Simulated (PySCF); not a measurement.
# LiF: bond curves at several levels of theory

One job finds the state of LiF, follows it along the bond with each method and fits the curves.

Program: PySCF 2.14.0. Level of theory: Li pcseg-2, F pcseg-2, no relativity. These are calculated values, not measurements.

## Step 1: Input

A driver script around PySCF takes these settings:

| Quantity | Value |
| --- | --- |
| atoms | Li, F |
| charge | 0 |
| basis | Li pcseg-2, F pcseg-2 |
| Hamiltonian | no relativity |
| basis functions | 45 |
| electrons treated | 12 |
| masses in u | 7.0160, 18.9984 |
| levels | PBE0, PBE, r²SCAN, B2PLYP, PBEsol, LDA, HF, MP2, SCS-MP2, CCSD, CCSD(T) |
| grid | 80 radial by 434 angular points |
| occupations | held fixed by the projection of orbital angular momentum |
| dissociation limit | Li + F, each in its ground configuration |
| starting distance in angstrom | 1.900 |
| values of 2S to try | 0, 2 |

Command:

```sh
$ OMP_NUM_THREADS=1 python dia.py task.json out
```

Further steps of the session: The PBE0 curve of the state that the search chose; Higher solutions at PBE0; PBE (GGA); r²SCAN; B2PLYP; PBEsol (GGA); LDA; RHF; Correlated methods on the Hartree–Fock reference.

**Question.** What will these runs give? Wanted: for each run, Re; ωe; De; μ.

As calculated:

Lowest PBE0 solution found, without spin–orbit coupling: ¹Σ⁺ (singlet), closed shell. The other levels ran on it alone.

| level | Re (Å) | ωe (cm⁻¹) | De (eV) | μ (D) |
| --- | --- | --- | --- | --- |
| RHF | 1.561 | 937 | 3.88 | -6.50 |
| RHF-MP2 | 1.578 | 912 | 6.08 | n/a |
| RHF-SCS-MP2 | 1.577 | 917 | 5.92 | n/a |
| RHF-CCSD | 1.570 | 931 | 5.70 | n/a |
| RHF-CCSD(T) | 1.572 | 925 | 5.80 | n/a |
| LDA | 1.561 | 923 | 6.70 | -6.03 |
| PBE | 1.582 | 890 | 5.96 | -6.10 |
| PBEsol | 1.576 | 898 | 6.14 | -6.09 |
| r²SCAN | 1.578 | 905 | 5.80 | -6.26 |
| PBE0 | 1.569 | 915 | 5.66 | -6.23 |
| B2PLYP | 1.572 | 915 | 5.90 | -6.36 |

De is counted to Li + F in their ground configurations. A positive dipole means Li(−)F(+).

Differences from CCSD(T) in the same basis:

| level | Re (mÅ) | ωe (%) |
| --- | --- | --- |
| RHF | -11 | +1.3 |
| RHF-MP2 | +6 | -1.5 |
| RHF-SCS-MP2 | +5 | -0.9 |
| RHF-CCSD | -2 | +0.6 |
| LDA | -11 | -0.3 |
| PBE | +10 | -3.9 |
| PBEsol | +4 | -2.9 |
| r²SCAN | +6 | -2.2 |
| PBE0 | -2 | -1.2 |
| B2PLYP | 0 | -1.2 |

In words: Judged by CCSD(T) in the same basis: best bond length B2PLYP (0 mÅ), worst RHF and LDA (-11 mÅ); best wavenumber LDA (-0.3 %), worst PBE (-3.9 %). Hartree–Fock makes the bond too short and too stiff against this reference, as it mostly does. PBE gives a bond that is too long and too soft, as GGAs tend to. Among the levels with a De in the table, it runs from 3.88 eV (RHF) to 6.70 eV (LDA).

Correlated steps freeze 1 core orbital. B2PLYP dipoles, levels and charges come from its SCF part alone.
